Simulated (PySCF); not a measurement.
# Energy of Be (beryllium, neutral) between two integer charges

The 2s beta orbital of [He] 2s2 is emptied in steps (occupation f), with all orbitals relaxed, ending at [He] 2s1. Calculation: PySCF 2.14, in aug-cc-pVTZ; no relativity, point nucleus. The exact energy is a straight line in f; departures are measured from the line between the end points of the same method.

```json
{"f": "1", "UHF (eV)": "0.000", "LDA (eV)": "0.000", "PBE (eV)": "0.000", "PBE0 (eV)": "0.000", "LC-wPBE (eV)": "0.000", "BHandHLYP (eV)": "0.000"}
{"f": "0.9", "UHF (eV)": "0.032", "LDA (eV)": "-0.308", "PBE (eV)": "-0.305", "PBE0 (eV)": "-0.223", "LC-wPBE (eV)": "-0.010", "BHandHLYP (eV)": "-0.157"}
{"f": "0.7", "UHF (eV)": "0.069", "LDA (eV)": "-0.720", "PBE (eV)": "-0.709", "PBE0 (eV)": "-0.517", "LC-wPBE (eV)": "-0.024", "BHandHLYP (eV)": "-0.371"}
{"f": "0.5", "UHF (eV)": "0.077", "LDA (eV)": "-0.854", "PBE (eV)": "-0.838", "PBE0 (eV)": "-0.610", "LC-wPBE (eV)": "-0.032", "BHandHLYP (eV)": "-0.449"}
{"f": "0.3", "UHF (eV)": "0.060", "LDA (eV)": "-0.711", "PBE (eV)": "-0.693", "PBE0 (eV)": "-0.504", "LC-wPBE (eV)": "-0.031", "BHandHLYP (eV)": "-0.385"}
{"f": "0.1", "UHF (eV)": "0.024", "LDA (eV)": "-0.299", "PBE (eV)": "-0.284", "PBE0 (eV)": "-0.206", "LC-wPBE (eV)": "-0.017", "BHandHLYP (eV)": "-0.167"}
{"f": "0", "UHF (eV)": "0.000", "LDA (eV)": "0.000", "PBE (eV)": "0.000", "PBE0 (eV)": "0.000", "LC-wPBE (eV)": "0.000", "BHandHLYP (eV)": "0.000"}
```

| method | E(f=0) − E(f=1) (eV) | −ε at f=1 (eV) | −ε at f=0.5 (eV) |
| --- | --- | --- | --- |
| UHF | 8.044 | 8.416 | 8.018 |
| LDA | 9.023 | 5.601 | 9.047 |
| PBE | 8.995 | 5.612 | 9.039 |
| PBE0 | 8.970 | 6.495 | 9.006 |
| LC-wPBE | 9.020 | 8.916 | 9.000 |
| BHandHLYP | 8.964 | 7.235 | 8.923 |

Orbital energy along the path (eV):

| f | UHF | LDA | PBE | PBE0 | LC-wPBE | BHandHLYP |
| --- | --- | --- | --- | --- | --- | --- |
| 1 | -8.416 | -5.601 | -5.612 | -6.495 | -8.916 | -7.235 |
| 0.9 | -8.316 | -6.279 | -6.289 | -6.994 | -8.930 | -7.560 |
| 0.7 | -8.150 | -7.657 | -7.661 | -8.001 | -8.965 | -8.228 |
| 0.5 | -8.018 | -9.047 | -9.039 | -9.006 | -9.000 | -8.923 |
| 0.3 | -7.911 | -10.418 | -10.390 | -9.989 | -9.048 | -9.658 |
| 0.1 | -7.821 | -11.737 | -11.681 | -10.928 | -9.161 | -10.458 |
| 0 | -7.782 | -12.052 | -10.449 | -9.709 | -8.587 | -10.574 |

As f goes to zero the orbital energy of a semilocal functional can turn back, because the density of that orbital vanishes from the exchange-correlation potential.

Reference removal energy between the ground levels: 9.323 eV (measured; NIST Atomic Spectra Database, ionization energies). UHF lacks correlation.
